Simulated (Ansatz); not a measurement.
# CH₄ClSi radical: a ladder of functionals and wavefunction methods

An exercise on one series of results from a longer session: the logs are not shown, and one member is left open.

Computed with Ansatz 0.2.0, Gaussian basis. Level: functionals in def2-TZVPP, the program's frozen cores in correlated methods.

Plan: LDA (SPW92), PBE-D4, revPBE-D4, BLYP-D4, r2SCAN-D4, B97M-V, PBE0-D4, B3LYP-D4, r2SCANh-D4, r2SCAN0-D4, HSE06-D4, BHLYP-D4, CAM-B3LYP-D4, LC-ωPBE, ωB97X-V, ωB97M-V, B2PLYP, PBE-QIDH; CCSD(T)/def2-SVP; CCSD(T)/def2-TZVPP; CCSD(T)/def2-QZVPP; extrapolation to the limit; RPA on PBE.

**The relaxed structure**

All runs share one geometry, relaxed beforehand with PBE0-D4 in a triple-zeta def2 set.

SMILES `C[SiH]Cl`, 7 atoms, charge 0, spin multiplicity 2.

Atoms are counted from 1 here; the program's logs count them from 0.

Bond lengths: C1–Si2 1.866 Å, C1–H4 1.093 Å, C1–H5 1.094 Å, C1–H6 1.091 Å, Si2–Cl3 2.064 Å, Si2–H7 1.491 Å. Angles: Si2–C1–H4 109.9°, Si2–C1–H5 110.0°, Si2–C1–H6 110.9°, H4–C1–H5 108.7°, H4–C1–H6 108.7°, H5–C1–H6 108.6°, C1–Si2–Cl3 109.5°, C1–Si2–H7 111.8°, Cl3–Si2–H7 107.0°.

Set-up of the first run:

in.yaml reads:

```yaml
crystal:
  periodic: [false, false, false]
  atoms:
    - {symbol: C, position_ang: [-0.636827, 0.463291, -0.329036]}
    - {symbol: Si, position_ang: [1.003834, -0.393299, -0.087580]}
    - {symbol: Cl, position_ang: [0.685172, -2.302944, 0.627611]}
    - {symbol: H, position_ang: [-0.475273, 1.484489, -0.682755]}
    - {symbol: H, position_ang: [-1.182032, 0.503009, 0.618430]}
    - {symbol: H, position_ang: [-1.249234, -0.066613, -1.060325]}
    - {symbol: H, position_ang: [1.854351, 0.312068, 0.913655]}
basis:
  gaussian: {orbitals: def2-TZVPP}
magnetization: {spin_polarized: true, initial_magnetization: 1}
hamiltonian: {xc: lda}
output: {orbitals: {seedname: orbitals}}
```

Launch:

```bash
$ ansatz run in.yaml --threads 2 --pin off --events-out ev --progress --plain --max-ram 22528MiB --backend cpu
```

Steps of the session up to this table: LDA; PBE-D4 (GGA); revPBE-D4 (GGA); BLYP-D4 (GGA); r2SCAN-D4 (meta-GGA); B97M-V (meta-GGA); B3LYP-D4 (hybrid); r2SCANh-D4 (hybrid); r2SCAN0-D4 (hybrid); HSE06-D4 (hybrid); BHLYP-D4 (hybrid); CAM-B3LYP-D4 (range-separated); LC-ωPBE (range-separated); ωB97X-V (range-separated); ωB97M-V (range-separated); B2PLYP (double hybrid); PBE-QIDH (double hybrid).

One of the session's tables, all rows but one given; the rest of the session is left out.

It belongs to the step «Frontier levels by functional». 

| functional | HOMO (eV) | LUMO (eV) | gap (eV) |
| --- | --- | --- | --- |
| LDA (SPW92) | -4.91 | -3.70 | 1.21 |
| PBE-D4 | -4.96 | -3.27 | 1.69 |
| revPBE-D4 | -4.95 | -3.12 | 1.83 |
| BLYP-D4 | -4.76 | -3.32 | 1.44 |
| r2SCAN-D4 | -5.31 | -2.79 | 2.52 |
| B97M-V | -5.01 | -3.46 | 1.55 |
| PBE0-D4 | -6.12 | -2.36 | 3.76 |
| B3LYP-D4 | -5.84 | -2.77 | 3.06 |
| r2SCANh-D4 | -5.74 | -2.50 | 3.23 |
| r2SCAN0-D4 | -6.37 | -2.07 | 4.30 |
| HSE06-D4 | ? | ? | ? |
| BHLYP-D4 | -7.09 | -1.59 | 5.50 |
| CAM-B3LYP-D4 | -7.34 | -1.50 | 5.84 |
| LC-ωPBE | -8.78 | -0.06 | 8.73 |
| ωB97X-V | -8.26 | -0.64 | 7.63 |
| ωB97M-V | -7.87 | -0.77 | 7.10 |

**Question.** Estimate the row for HSE06-D4.

The run gave: HOMO (eV): -5.72; LUMO (eV): -2.74; gap (eV): 2.98. In the column «HOMO (eV)» it lies between r2SCANh-D4 (-5.74) and r2SCAN-D4 (-5.31).
